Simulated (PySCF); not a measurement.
PH3.
Hydrogens: H2, H3, H4 on P1.

Method: PBE0-D3(BJ)/def2-SVP geometry optimisation, gas phase in PySCF 2.14.0; density fitting, grid level 1; the optimiser is geomeTRIC in internal coordinates, started from a GFN2-xTB structure with every atom displaced at random (about 0.01 Å).

Step 0: E = -9330.5998 eV
```
atom  x, y, z in Å  |  force x, y, z in eV/Å
P1      0.0189   -0.0221    0.5746   -0.637   0.886   1.660
H2     -0.5643    1.0041   -0.2078   -0.166   0.276  -0.047
H3      1.1381   -0.0186   -0.1982    1.513   0.009  -0.852
H4     -0.5547   -0.9887   -0.2016   -0.709  -1.171  -0.762
```

Problem. Estimate the geometry and energy of step 1. (The exact step hangs on the optimiser's Hessian estimate; all steps are aligned on step 0, rigid shifts and turns removed.)

Solution. E = -9330.7024 eV, largest force 0.575 eV/Å
```
atom  x, y, z in Å  |  force x, y, z in eV/Å
P1      0.0067   -0.0047    0.5890    0.137  -0.154  -0.537
H2     -0.5855    1.0364   -0.2031    0.052  -0.091   0.091
H3      1.2174   -0.0108   -0.2085   -0.332   0.002   0.238
H4     -0.6006   -1.0463   -0.2105    0.143   0.243   0.208
```

The energy changes by -0.1026 eV. The first-order estimate −F·Δx gives -0.2948 eV and the mean of the old and new forces, exact on a quadratic surface, -0.1140 eV. The step makes an angle of 36° with the force vector and moves no atom by more than 0.080 Å.

The cost below is that of the whole optimisation. Hardware: Intel Xeon Platinum 8488C, one thread, shared host with 96 logical CPUs at a one-minute load of 21. Cost: 1.1 s wall, 0.25 GiB resident at most.
